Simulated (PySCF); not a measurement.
Species: C₆H₈.
Atom-mapped SMILES: `[CH:1]#[C:2][C:3]1([CH3:4])[CH2:5][CH2:6]1` (hydrogens: H7 on C1; H8, H9, H10 on C4; H11, H12 on C5; H13, H14 on C6)

Computed with PySCF 2.14.0, PBE0-D3(BJ)/def2-SVP geometry optimisation, gas phase.

Problem. Give the optimised bond lengths and angles.

Solution. 
```csv
bond,length (bohr)
C1≡C2,2.291
C2–C3,2.730
C3–C4,2.861
"C3–C5, C3–C6",2.861
C5–C6,2.822
C1–H7,2.029
"C4–H8, C4–H9, C4–H10",2.079
"C5–H11, C6–H13",2.064
"C5–H12, C6–H14",2.066
```

Bonds in one row agree within 0.02 bohr and their mean is given. A selection of angles:
```csv
angle,degrees
C2–C1–H7,179.6
C1–C2–C3,178.9
C2–C3–C4,115.1
C2–C3–C5,117.2
C4–C3–C5,118.5
C5–C3–C6,59.1
C3–C4–H8,110.9
C3–C4–H10,110.5
H8–C4–H9,108.1
C3–C5–C6,60.5
C3–C5–H11,117.5
C3–C5–H12,116.6
C6–C5–H11,118.4
C6–C5–H12,118.6
H11–C5–H12,114.7
```

Dihedral angles: C2–C3–C5–C6 107° (anticlinal); C2–C3–C6–C5 -107° (anticlinal).

The 3-membered ring C3–C5–C6 has internal angles of 59.1° to 60.5°. Of the pairs four or more bonds apart, H10···H12 is among the closest relative to their van der Waals radii: 2.50 Å, 104 % of the sum of Bondi's values. The 6 C–C bonds span 1.212 Å (C1≡C2, drawn triple) to 1.514 Å (C3–C4, drawn single), a spread of 0.302 Å.

Point group: Cs (every atom within 0.08 Å of its image). Stationary, but not proved a minimum.
